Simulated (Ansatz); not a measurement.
## Property card for VSi2

Theory: DFT r2SCAN, scalar-relativistic, plane waves, PAW (Ansatz).

Plane waves to 500 eV, a k mesh through Γ of 12×12×6 on the computed 9-atom cell and Gaussian smearing (0.10 eV); collinear spin from starting moments 0.22 0.22 0.22 0 0 0 0 0 0 μB.

The structure is relaxed at this level of theory with its symmetry kept. Whether it is the stable form of this composition wasn't checked.

It takes space group P6_422 (No. 181, hexagonal). Conventional cell: a = 4.529 Å, b = 4.529 Å, c = 6.330 Å, α = 90.00°, β = 90.00°, γ = 120.00°. Around V (site symmetry 222) lie 10 Si at 2.49 to 2.65 Å. Around Si (site symmetry 2) lie 5 Si at 2.47 to 2.65 Å and 5 V at 2.49 to 2.65 Å.

| Item | Value |
| --- | --- |
| Volume per atom | 12.49 Å³ |
| Formation energy from the elements' standard states (uncorrected) | -0.464 eV/atom |
| Generalised Kohn–Sham band gap | none (metal) |
| Density of states at the Fermi level | 4.75 states/eV per cell |
| Löwdin character within 0.5 eV of the Fermi level | V 3d 83 %, Si 3p 11 %, unprojected 4 % |
| Bader charges (e) | V (3 in the cell) 0.89, Si (6 in the cell) -0.44 |
| Total moment | 0.66 μB per cell |
| Site moments (μB; atoms counted from 1 over the whole cell) | V (atom 1) 0.20, V (atom 2) 0.20, V (atom 3) 0.20 |

The state reached may not be the lowest one.

Only this magnetic start was tried.

Cost: 1 run of about 16 core-minutes, on Oxide Virtual Turin-like Processor (Zen 5) (shared hosts).